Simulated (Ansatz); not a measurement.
Ansatz input

```yaml
crystal:
  lattice:
    - [0.0, 1.7359138047, 1.7359138047]
    - [1.7359138047, 0.0, 1.7359138047]
    - [1.7359138047, 1.7359138047, 0.0]
  atoms:
    - { symbol: Ni, position: [0.0, 0.0, 0.0], spin: 0.682 }
hamiltonian:
  xc: mr2scan
  pseudopotentials:
    kind: paw
    azcp:
      Ni: "pseudopotentials/Ni.paw.azcp"
basis:
  ecutwfc: 500
  fft_grid_basis: typed
kpoints:
  mp_grid: { grid: [25, 25, 25], shift: [0, 0, 0] }
magnetization:
  spin_polarized: true
scf:
  occupations: { method: fermi_dirac, width: 0.05 }
```

Output

```
Engine: ansatz 0.2.0, x86_64-unknown-linux-gnu
Pseudopotentials: kind: paw
Pseudopotential: Ni, paw, valence charge 18, recommended cutoff 500 eV (meta_gga) 
Functional definition: m-r2SCAN
  exchange = m_r2scan_x
  correlation = m_r2scan_c
Crystal: 1 atoms, lattice volume = 10.462 Å³
Basis set: ecut = 500 eV, 283 PW (Γ), exchange–correlation on 72×72×72 points (64 copies of the dense FFT grid, shifted against one another)
Bands: 14, of which v1, the nominal top of the filled ones, is band 9 counted from 1 (8 counted from 0)
Symmetry: 48 space group operations
Space group: Fm-3m (ITA 225), of the structure as read, at distance tolerance 2.2e-5 Å
Magnetic group: BNS 225.116 (UNI 1618), of the structure as read, at distance tolerance 2.2e-5 Å
k-points: 455 of 15625
Non-local potential: Ni, projectors of the file, l = 0: 3, l = 1: 2, l = 2: 3, l = 3: 1
PAW form: soft (Blöchl's): semilocal exchange-correlation on the pseudo side does not see the compensation charge
PAW frozen core: Ni, regenerated for the run's functional (the file was generated under x = pbe(κ = 0.804, μ = 0.2195149727645171), c = pbe(β = 0.06672455060314922))
PAW one-centre angular grid: Ni, 590 points (default); XC on 160 Gauss nodes
Initial density: superposition of atomic densities (chi_scale 0.1, normalization cell)
Starting moments: Σ|m| = 0.682 μB on 1 of 1 site
Initial wavefunctions: pseudopotential atomic-orbital guess
Functional: x = mr2scan, c = mr2scan; τ floored in thin density (d = 2e-4 eV/Å³)
iter 1 solved again at ethr=2.58e-3 eV; its pass at ethr=3.10e-3 eV (dr2=4.64e-1 eV) is discarded
SCF iter   1: F=—  HF=-5844.313508 eV  |F-HF|=—  |Δ(HF+E_count)|=         —  Δρ=5.80e-2 (↑1.20e-2 ↓5.80e-2)  dr2=2.81e-1  dr2_τ=5.36e-3  dr2_m=6.33e-2  M=0.715 μB ∫|m|=0.745 μB  β_m=1.00  ethr=2.58e-3  ⟨swp⟩=3.4  Hψ=99137  notcnv=0
Mixer restart at iter 1: flushing history
SCF iter   2: F=—  HF=-5844.239451 eV  |F-HF|=—  |Δ(HF+E_count)|=         —  Δρ=3.00e-2 (↑3.00e-2 ↓1.67e-2)  dr2=8.57e-2  dr2_τ=6.95e-4  dr2_m=6.92e-3  M=0.732 μB ∫|m|=0.805 μB  β_m=1.00  ethr=1.56e-3  ⟨swp⟩=4.2  Hψ=29312  notcnv=0  defer=31
Mixer restart at iter 2: flushing history
SCF iter   3: F=—  HF=-5844.648622 eV  |F-HF|=—  |Δ(HF+E_count)|=   4.09e-1  Δρ=1.14e-2 (↑8.26e-3 ↓1.14e-2)  dr2=1.17e-2  dr2_τ=3.03e-4  dr2_m=3.52e-4  M=0.711 μB ∫|m|=0.800 μB  β_m=1.00  ethr=4.76e-4  ⟨swp⟩=3.6  Hψ=29632  notcnv=0  defer=370  κ⁻¹=1.0e0(r=1)
SCF iter   4: F=—  HF=-5844.949286 eV  |F-HF|=—  |Δ(HF+E_count)|=   3.01e-1  Δρ=1.62e-2 (↑7.21e-3 ↓1.62e-2)  dr2=2.77e-2  dr2_τ=8.83e-5  dr2_m=2.37e-3  M=0.673 μB ∫|m|=0.768 μB  β_m=1.00  ethr=6.50e-5  ⟨swp⟩=2.9  Hψ=26454  notcnv=0  defer=370  κ⁻¹=9.8e-2(r=2)
SCF iter   5: F=—  HF=-5844.821538 eV  |F-HF|=—  |Δ(HF+E_count)|=   1.28e-1  Δρ=1.89e-2 (↑8.85e-3 ↓1.89e-2)  dr2=3.65e-2  dr2_τ=1.21e-4  dr2_m=3.01e-3  M=0.687 μB ∫|m|=0.781 μB  β_m=1.00  ethr=6.50e-5  ⟨swp⟩=2.8  Hψ=23325  notcnv=0  defer=370  κ⁻¹=4.7e-3(r=3)
SCF iter   6: F=—  HF=-5845.175499 eV  |F-HF|=—  |Δ(HF+E_count)|=   3.54e-1  Δρ=7.59e-3 (↑5.13e-3 ↓7.59e-3)  dr2=1.04e-2  dr2_τ=1.03e-5  dr2_m=1.63e-4  M=0.642 μB ∫|m|=0.734 μB  β_m=1.00  ethr=6.50e-5  ⟨swp⟩=3.0  Hψ=28300  notcnv=0  defer=371  κ⁻¹=4.3e-5(r=4)
SCF iter   7: F=—  HF=-5845.227675 eV  |F-HF|=—  |Δ(HF+E_count)|=   5.22e-2  Δρ=3.42e-3 (↑2.00e-3 ↓3.42e-3)  dr2=1.86e-4  dr2_τ=5.30e-6  dr2_m=6.94e-4  M=0.626 μB ∫|m|=0.716 μB  β_m=1.00  ethr=5.78e-5  ⟨swp⟩=2.7  Hψ=26766  notcnv=0  defer=384  κ⁻¹=1.1e-5(r=5)
SCF iter   8: F=—  HF=-5845.228657 eV  |F-HF|=—  |Δ(HF+E_count)|=   9.83e-4  Δρ=6.97e-4 (↑3.06e-4 ↓6.97e-4)  dr2=5.66e-5  dr2_τ=1.13e-7  dr2_m=7.21e-6  M=0.624 μB ∫|m|=0.713 μB  β_m=1.00  ethr=1.03e-6  ⟨swp⟩=2.7  Hψ=20768  notcnv=0  defer=384  κ⁻¹=1.0e-5(r=6)
SCF iter   9: F=—  HF=-5845.229289 eV  |F-HF|=—  |Δ(HF+E_count)|=   6.32e-4  Δρ=2.48e-4 (↑2.48e-4 ↓1.70e-4)  dr2=8.24e-7  dr2_τ=3.53e-8  dr2_m=3.76e-6  M=0.622 μB ∫|m|=0.712 μB  β_m=1.00  ethr=3.15e-7  ⟨swp⟩=2.6  Hψ=21133  notcnv=0  defer=384  κ⁻¹=3.6e-6(r=7)
SCF iter  10: F=—  HF=-5845.229283 eV  |F-HF|=—  |Δ(HF+E_count)|=   5.95e-6  Δρ=2.02e-4 (↑6.30e-5 ↓2.02e-4)  dr2=3.94e-6  dr2_τ=9.32e-9  dr2_m=5.78e-7  M=0.622 μB ∫|m|=0.713 μB  β_m=1.00  ethr=4.58e-9  ⟨swp⟩=2.2  Hψ=19544  notcnv=0  defer=384  κ⁻¹=8.4e-7(r=8)
SCF iter  11: F=—  HF=-5845.229359 eV  |F-HF|=—  |Δ(HF+E_count)|=   7.59e-5  Δρ=8.81e-5 (↑5.01e-5 ↓8.81e-5)  dr2=1.09e-6  dr2_τ=1.92e-9  dr2_m=3.74e-8  M=0.621 μB ∫|m|=0.712 μB  β_m=1.00  ethr=4.58e-9  ⟨swp⟩=2.1  Hψ=21532  notcnv=0  defer=385  κ⁻¹=3.3e-7(r=8)
SCF iter  12: F=—  HF=-5845.229388 eV  |F-HF|=—  |Δ(HF+E_count)|=   2.89e-5  Δρ=2.30e-5 (↑2.29e-5 ↓2.30e-5)  dr2=1.15e-7  dr2_τ=1.95e-10  dr2_m=2.18e-10  M=0.621 μB ∫|m|=0.711 μB  β_m=1.00  ethr=4.58e-9  ⟨swp⟩=2.5  Hψ=22863  notcnv=0  defer=393  κ⁻¹=5.2e-8(r=8)
SCF iter  13: F=—  HF=-5845.229387 eV  |F-HF|=—  |Δ(HF+E_count)|=   1.07e-6  Δρ=1.25e-5 (↑1.22e-5 ↓1.25e-5)  dr2=2.43e-9  dr2_τ=2.35e-10  dr2_m=1.20e-8  M=0.621 μB ∫|m|=0.711 μB  β_m=1.00  ethr=6.37e-10  ⟨swp⟩=2.0  Hψ=20620  notcnv=0  defer=394  κ⁻¹=2.6e-8(r=8)
SCF iter  14: F=—  HF=-5845.229388 eV  |F-HF|=—  |Δ(HF+E_count)|=   1.00e-6  Δρ=9.86e-6 (↑5.09e-6 ↓9.86e-6)  dr2=1.33e-8  dr2_τ=1.45e-11  dr2_m=6.11e-10  M=0.621 μB ∫|m|=0.711 μB  β_m=1.00  ethr=1.35e-11  ⟨swp⟩=3.3  Hψ=29744  notcnv=0  defer=392  κ⁻¹=7.3e-9(r=8)
SCF iter  15: F=-5845.229388 eV  HF=-5845.229388 eV  |F-HF|=1.56e-8  |Δ(HF+E_count)|=   7.49e-8  Δρ=1.25e-5 (↑6.47e-6 ↓1.25e-5)  dr2=2.19e-8  dr2_τ=2.19e-11  dr2_m=1.00e-9  M=0.621 μB ∫|m|=0.711 μB  ethr=1.35e-11  ⟨swp⟩=1.7  Hψ=38915  notcnv=0
SCF 1 converged in 15 iterations: F = -5845.229388 eV  dr2 = 2.19e-8
this state was not tested for a lower state beside it, because the mixer in use, unlike msr1, does not test its closes by its own steps (another_mixer; see scf.mixing.algorithm and scf.lower_state_search)
SCF converged after 15 iterations
Magnetization: 0.6207 μB (9.3103 up, 8.6897 down)
Absolute magnetization: 0.7123 μB (∫|ρ↑−ρ↓|, with the PAW one-centre terms)
Spin contamination: 0.0072 ħ² per cell (⟨S²⟩ above its minimum at these occupations)
Per-site moments (μB) at R_I (Å): [(0.6593489530427584, 1.0126680488584359)]
Free energy (F): -5845.229388 eV
Harris-Foulkes:  -5845.229388 eV  (|F-HF|=1.56e-8)
Internal energy: -5845.217237 eV  (E = F + TS)
E sigma→0 (E₀):  -5845.223313 eV
Entropy (-TS):   -0.012150 eV (-12.150 meV/atom)
Fermi energy:    18.841719 eV
--- Per-component energies (eV) ---
  E_band       = -294.898492
  E_kinetic    = 282.689568
  E_local      = -3379.811105  (includes V_loc(G=0)·N_el)
  E_nonlocal   = 640.579845
  E_hartree    = 1415.508381
  E_xc         = -78.963635
  E_vxc        = -117.199851  (∫ρ·V_xc dr)
  E_paw        = -1644.323117  (= ΣΔE_a)
  E_vpaw       = -560.832962  (= ΣTr[D̂ρ^β])
  E_aug_tail   = 0.000242  (compensation charges beyond the density's cutoff)
  E_vtau       = 8.670349  (kinetic-family band-sum trace: ∫τ·v_τ [+ j·A + Jᵃ·Aᵃ] dr)
  E_ewald      = -3080.597348
  E_core_change = -0.300069  (= ΣΔE_core)
  E_smearing   = -0.012150  (= −TS)
  E_closure    = 0.000000  (closes the sum)
  Σ components = -5845.229388   (vs F -5845.229388, Δ=0.00e0)
```
